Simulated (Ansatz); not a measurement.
**Worked example: correlation energy of PS$_{2}$, doublet**

Geometry: a point of a stretch scan, not a stationary point.

```xyz
3

S     0.0000   -0.1887    1.6106
P     0.0000    0.4865    0.0711
S     0.0000   -0.2812   -1.6793
```

Basis cc-pVDZ; Ansatz 0.2.0. Correlated methods freeze the noble-gas cores, which leaves 17 electrons in 39 orbitals. Prefix R: restricted or restricted open-shell reference; prefix U: unrestricted.

Full CI isn't at hand for all of this; UCCSDT(Q) serves as the reference, and is uncertain by about the last step of the cluster series.

Runs differ by some tens of microhartree through their thresholds and, for an open shell, their frozen cores, so steps under 0.03 kcal/mol mean nothing.

```json
{"level": "UHF", "total energy (hartree)": "-1135.748265"}
{"level": "UMP2", "total energy (hartree)": "-1136.101070"}
{"level": "UCCSD", "total energy (hartree)": "-1136.127172"}
{"level": "UCCSD(T)", "total energy (hartree)": "-1136.144257"}
{"level": "UCCSDT", "total energy (hartree)": "-1136.145505"}
{"level": "UCCSDT(Q)", "total energy (hartree)": "-1136.147209"}
```

What is the correlation energy at UCCSDT(Q), and what share of it do UMP2 and UCCSDT recover?

E(corr) = -1136.147209 − (-1135.748265) = -0.398944 hartree = -10.856 eV. UMP2: -0.352805 / -0.398944 = 88.43 %. UCCSDT: -0.397240 / -0.398944 = 99.57 %.

By how many kcal/mol does UCCSD(T) miss UCCSDT(Q) (1 hartree = 627.509 kcal/mol), and which steps make up the rest?

-1136.144257 − (-1136.147209) = 0.002952 hartree = 1.85 kcal/mol. Steps: UCCSDT − UCCSD(T) = -0.78, UCCSDT(Q) − UCCSDT = -1.07 kcal/mol. Differences between like states or geometries often cancel part of this.
